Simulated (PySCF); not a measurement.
Ligands exchanged one at a time, Al Cl-OH. Gas-phase values, no solvent. One relaxed conformer stands for each flexible species; it need not be the lowest. Strings in code marks are SMILES.

The S1–T1 gap (TDA) from two functionals at the same geometries (B3LYP-D3(BJ)/def2-TZVP), both in PySCF: PBE-D3(BJ)/def2-TZVP and M06-2X/def2-TZVP. Excitations are Tamm–Dancoff values on a coarser integration grid. The basis has no diffuse functions, so Rydberg states are missing or too high.

```csv
species,PBE-D3(BJ)/def2-TZVP (eV),M06-2X/def2-TZVP (eV)
0 of 3 Cl replaced by OH,0.24,0.27
1 of 3 Cl replaced by OH (`[OH][Al]([Cl])[Cl]` (H–O–Al–Cl torsion 180°)),0.24,0.29
3 of 3 Cl replaced by OH,0.24,0.40
```

Over these rows, drawn at random from the members with no instability flagged (it was tested for open shells, ions and some series alone), PBE minus M06-2X: mean -0.08 eV, from -0.16 eV to -0.03 eV.
